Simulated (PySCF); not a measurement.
**Circular dichroism: SMILES C[C@H]1S[C@H]1CF, C4H7FS**

Geometry:
```
atom   x (Å)   y (Å)   z (Å)
  C1   1.541   0.223   0.458
  C2   0.736  -0.601  -0.507
  S3  -0.209  -2.012   0.128
  C4  -0.742  -0.466  -0.630
  C5  -1.522   0.483   0.243
  F6  -1.411   1.765  -0.245
  H7   2.542  -0.191   0.554
  H8   1.083   0.242   1.443
  H9   1.618   1.244   0.086
 H10   1.260  -0.834  -1.429
 H11  -1.164  -0.581  -1.625
 H12  -2.588   0.233   0.237
 H13  -1.148   0.496   1.270
```

The calculation used TDDFT wB97X-D/def2-SVPD circular dichroism and optical rotation, one conformer, gas phase (PySCF 2.14.0). Geometry: GFN2-xTB.

The molecule is flexible and this is one conformer; a measurement averages over conformers. States above about 8.7 eV (minus the energy of the highest occupied orbital) lie near or above the ionisation threshold and depend on the basis.

Assign R or S to each stereocentre.

C2 R, C4 S.

List the lowest 12 singlet excitations with oscillator and rotatory strengths.

Rotatory strengths R in 10⁻⁴⁰ esu² cm², velocity form and length form (origin at the centre of mass); f in length form.
```tsv
state	E (eV)	λ (nm)	f	R (velocity)	R (length)	main
1	4.93	252	9e-05	-2.1	-2.0	HOMO→LUMO 0.93
2	6.44	193	0.026	-0.9	-1.1	HOMO→LUMO+1 0.72, HOMO→LUMO+2 0.20
3	6.89	180	0.048	-0.2	+0.8	HOMO→LUMO+2 0.64, HOMO→LUMO+1 0.19
4	7.42	167	0.051	+5.8	+6.1	HOMO→LUMO+3 0.73
5	7.60	163	0.056	+11.9	+12.1	HOMO−1→LUMO 0.77
6	7.65	162	0.009	+2.5	+1.0	HOMO→LUMO+4 0.75, HOMO→LUMO+5 0.09
7	8.04	154	0.068	-5.7	-5.6	HOMO−2→LUMO 0.74
8	8.44	147	0.039	+4.7	+5.1	HOMO→LUMO+6 0.53, HOMO→LUMO+5 0.20
9	8.53	145	0.031	+6.4	+5.6	HOMO−1→LUMO+1 0.32, HOMO→LUMO+5 0.17
10	8.58	144	0.049	+32.1	+32.0	HOMO−1→LUMO+1 0.32, HOMO→LUMO+7 0.24
11	8.76	142	0.070	-30.1	-31.4	HOMO−3→LUMO 0.26, HOMO→LUMO+6 0.16
12	8.78	141	0.017	-6.2	-5.8	HOMO−3→LUMO 0.50, HOMO−1→LUMO+2 0.18
```

For state 3 the two forms differ in sign, so the sign of R isn't settled.

Among the states computed, the strongest CD band (largest |R|) is state 10. The largest dissymmetry factor in size, g = 4R/(D+G), with D and G the electric and magnetic dipole strengths, is -0.15 for state 1 (velocity form, f = 0.0001), among bands with |R| over 0.5. The mirror image has the same energies and oscillator strengths and all R with the opposite sign.
